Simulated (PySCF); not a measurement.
# CH2ClF (chlorofluoromethane) at TD-SVWN5/cc-pVDZ (spin of roots singlet)

Wanted: the excited states of CH2ClF (chlorofluoromethane). Input form: a Python script.

The results are computed with PySCF 2.14.0.

2 further runs of the same task are left out: 2 set aside as unsound or not needed.

### 1 The system as given

The species is CH2ClF (5 atoms), meant as a singlet with charge 0. SMILES: `FCCl`. The coordinates come from a PBE0-D4/def2-TZVP relaxation.

Bond lengths: F1–C2 1.355 Å, C2–Cl3 1.766 Å, C2–H4 1.089 Å, C2–H5 1.089 Å. Angles: F1–C2–Cl3 110.5°, F1–C2–H4 109.3°, F1–C2–H5 109.3°, Cl3–C2–H4 107.8°, Cl3–C2–H5 107.8°, H4–C2–H5 112.3°.

### 2 The vertical excitations at TD-SVWN5/cc-pVDZ (spin of roots singlet)

File calc.py:

```python
from pyscf import gto, dft, tdscf

mol = gto.Mole()
mol.atom = '''
F     -0.970450     0.560520     0.766500
C      0.083560     0.089320     0.058070
Cl    -0.422970    -1.232890    -0.998060
H      0.832130    -0.302600     0.745580
H      0.477720     0.885670    -0.572080
'''
mol.verbose = 3
mol.max_memory = 1860
mol.spin = 0
mol.basis = 'cc-pvdz'
mol.build()

ks = dft.RKS(mol)
ks.xc = 'svwn'
ks.grids.level = 0
ks.conv_tol = 1e-10
ks.kernel()
if not ks.converged:
    ks = ks.newton().run(ks.mo_coeff, ks.mo_occ)

e_tot = ks.e_tot
print('E = %.10f Eh' % e_tot)

td = ks.TDDFT()
td.nstates = 3
td.kernel()
td.analyze()
roots = td.e * 27.211386
osc = td.oscillator_strength()
print('state   eV      nm      f')
for i, (w, f) in enumerate(zip(roots, osc), 1):
    print('%3d %9.4f %8.1f %9.5f' % (i, w, 1239.842 / w, f))
```

Launch:

```
$ OMP_NUM_THREADS=1 python calc.py
```

Standard output:

```text
converged SCF energy = -596.857212000924
E = -596.8572120009 Eh
Excitation energies (eV)
[7.38862792 7.95432965 8.49353073]

** Singlet excitation energies and oscillator strengths **
state   eV      nm      f
  1    7.3886    167.8   0.00306
  2    7.9543    155.9   0.00131
  3    8.4935    146.0   0.00715
```

Wall time 2.7 s (1 thread of Arm Neoverse N1, shared host); peak memory 0.12 GiB.

The roots found:

| excited state | energy (eV) | strength |
| --- | --- | --- |
| 1 | 7.389 | 0.0031 |
| 2 | 7.954 | 0.0013 |
| 3 | 8.494 | 0.0072 |

### 3 Results

At TD-SVWN5/cc-pVDZ (spin of roots singlet):

| quantity | value |
| --- | --- |
| ground-state or mean-field energy | -596.85721 Eh |
| dipole moment (SVWN5 Kohn–Sham density) | 1.73 D |
| HOMO energy (SVWN5 Kohn–Sham orbitals) | -7.18 eV |
| LUMO energy (SVWN5 Kohn–Sham orbitals) | -0.19 eV |
| HOMO–LUMO gap (SVWN5 Kohn–Sham orbitals) | 7.00 eV |
| lowest singlet excitation energy | 7.39 eV |

In words: The basis has no diffuse functions, so Rydberg states are missing or pushed up, and the true lowest state may lie lower. Roots above 7.2 eV lie over the negative of the HOMO energy, where those of Rydberg kind are poorly described; valence roots are less touched. Mulliken charges of the mean-field density run from -0.15 on F1 to +0.11 on H4; they depend strongly on the basis.
